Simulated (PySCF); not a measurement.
C2H4F2.
Numbering: `[CH3:1][CH:2]([F:3])[F:4]` (hydrogens: H5, H6, H7 on C1; H8 on C2)

Geometry (PBE0-D3(BJ)/def2-SVP, Å), atoms numbered from 1 in this order:
```
atom  x, y, z in Å
C1    -0.7569   -0.1980    0.0173
C2     0.6969    0.1711    0.0548
F3     1.4116   -0.6634   -0.7363
F4     0.8715    1.4288   -0.4164
H5    -1.1146   -0.1529   -1.0212
H6    -0.9011   -1.2165    0.4025
H7    -1.3410    0.5025    0.6293
H8     1.1329    0.1273    1.0696
```

The closed-shell ground state was solved at several levels (PySCF, density fitting, gas phase, non-relativistic).

```tsv
level	basis functions	total energy (Eh)	HOMO (eV)	LUMO (eV)	gap (eV)	dipole (D)
B97-2/pcJ-1	148	-278.2279	-9.31	1.69	11.00	2.16
B3LYP/cc-pVTZ	176	-278.4217	-9.31	1.06	10.37	2.07
PBE0/6-31G	44	-277.9510	-9.44	3.03	12.47	2.37
PBE0/pcJ-1	148	-278.0284	-9.58	1.68	11.26	2.17
PBE0/aug-cc-pVTZ	276	-278.1358	-9.64	-0.06	9.58	2.18
PBE0/STO-3G	24	-274.2019	-5.11	9.01	14.12	1.15
PBE0/6-31+G*	80	-278.0351	-9.69	0.55	10.24	2.29
PBE0/aug-cc-pVDZ	128	-278.0615	-9.63	-0.03	9.60	2.19
PBE0/6-311+G(2d,p)	132	-278.1164	-9.67	0.41	10.08	2.25
B3LYP/6-31G*	64	-278.2977	-8.90	2.87	11.77	1.87
LC-wPBE/def2-SVPD	118	-277.9713	-12.57	2.42	14.99	2.29
PBE0/pcSseg-0	44	-277.3748	-9.46	2.38	11.84	2.40
```

Q: What might B97-2/pcSseg-2 (200 basis functions) give for the same quantities?

A: Total energy -278.3417 Eh, HOMO -9.37 eV, LUMO 0.75 eV, gap 10.12 eV, dipole 2.19 D.

Q: Over all these levels, which gives the widest orbital gap and which the narrowest?

A: LC-wPBE/def2-SVPD (range-separated hybrid) has the widest, 14.99 eV, and PBE0/aug-cc-pVTZ (global hybrid, 25 % exact exchange) the narrowest, 9.58 eV. Functional and basis both differ between the two, so the spread mixes both effects.

Q: How much does the basis alone move the frontier levels among the 8 PBE0 rows?

A: The HOMO by 4.58 eV and the LUMO by 9.07 eV. By rising basis size (HOMO, LUMO in eV): STO-3G -5.11, 9.01; 6-31G -9.44, 3.03; pcSseg-0 -9.46, 2.38; 6-31+G* -9.69, 0.55; aug-cc-pVDZ -9.63, -0.03; 6-311+G(2d,p) -9.67, 0.41; pcJ-1 -9.58, 1.68; aug-cc-pVTZ -9.64, -0.06.

Q: How far do the dipole and the HOMO energy spread over the levels?

A: The dipole runs from 1.15 to 2.40 D (mean 2.12 D) and the HOMO from -12.57 to -5.11 eV.
